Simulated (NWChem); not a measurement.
System: silicon monoxide (SiO, singlet); SMILES O=[Si]

The following NWChem deck was run.

```
start job
memory heap 200 mb stack 900 mb global 1100 mb
geometry units angstroms noautoz
  Si     0.000000     0.000000     0.555946
  O      0.000000     0.000000    -0.967383
end
basis spherical
  * library def2-tzvpd
end
dft
  xc xtpss03 ctpss03
  iterations 150
  mulliken
end
task dft energy
```

Low-valent species are run as closed-shell singlets; no triplet was tried in these runs. Structure relaxed at the PBE0/def2-SVP level.

### Question
Give the results of this calculation. (TPSS/def2-TZVPD.) Quantities: energy (Ha); highest occupied level (eV); orbital gap (eV); dipole (D).

### Answer
```
Item                          Result
---------------------------  -------
energy (Ha)                  -364.79
highest occupied level (eV)    -7.59
orbital gap (eV)                4.75
dipole (D)                      2.90
```
